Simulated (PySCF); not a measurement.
Molecule: `Cc1cc[nH]n1`, C4H6N2.

Cartesian coordinates in Å; atom numbers follow the order of the lines, from 1:
```xyz
12

C     1.9002   -0.0228    0.1756
C     0.4095   -0.0599    0.1158
C    -0.4454    0.5705   -0.8231
C    -1.7211    0.2172   -0.4296
N    -1.5670   -0.5648    0.6615
N    -0.2964   -0.7468    1.0088
H     2.2471    0.3491    1.1513
H     2.3274   -1.0279    0.0379
H     2.3068    0.6316   -0.6069
H    -0.1634    1.1962   -1.6664
H    -2.7015    0.4584   -0.8347
H    -2.2962   -1.0007    1.2098
```

Geometry PBE0-D3(BJ)/def2-SVP throughout; GIAO in PySCF 2.14.0 with density-fitted response routines, gas phase, one conformer, non-relativistic; equivalent atoms averaged; functional PBE0.

For orientation, pcSseg-2 gives these absolute shieldings σ: C2 26.5, C4 51.3, C3 70.8, C1 168.6, N6 -74.5, N5 42.5, H12 21.90, H11 23.89, H10 24.98 ppm.

A run gave: C2 27.4, C4 52.3, C3 71.5, C1 168.7, N6 -71.6, N5 43.4, H12 22.13, H11 24.05, H10 25.16 ppm (absolute shieldings σ).

Q: Which basis set was used in that run?
A. IGLO-III
B. aug-cc-pVDZ
C. def2-SVP
D. 6-31G

A: A. C2 tells them apart best: IGLO-III gives 27.4, def2-SVP gives 49.4, aug-cc-pVDZ gives 48.5, 6-31G gives 57.0 ppm.
